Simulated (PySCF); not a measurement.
A family of related molecules: triple bonds. Isolated molecules, 0 K electronic values unless said otherwise. Strings in code marks are SMILES.

The vertical ionisation energy (Delta-SCF) from two functionals at the same geometries (PBE0-D4/def2-TZVP), both in PySCF: PBE-D3(BJ)/def2-TZVP and B3LYP-D3(BJ)/def2-TZVP. B3LYP has the VWN-RPA correlation part, as in Gaussian. Delta-SCF ions had no search for a lower state. 

```csv
species,PBE-D3(BJ)/def2-TZVP (eV),B3LYP-D3(BJ)/def2-TZVP (eV)
`N#N`,15.38,15.84
`B=O`,13.78,13.64
`B=S`,11.22,11.16
`[C-]#[S+]`,11.26,11.46
`[O+]#[Si-]`,11.27,11.46
`[Si-]#[S+]`,10.27,10.42
```

Over these rows, drawn at random from the members with no instability flagged (it was tested for open shells, ions and some series alone), PBE minus B3LYP-D3(BJ): mean -0.13 eV, from -0.45 eV to +0.14 eV.
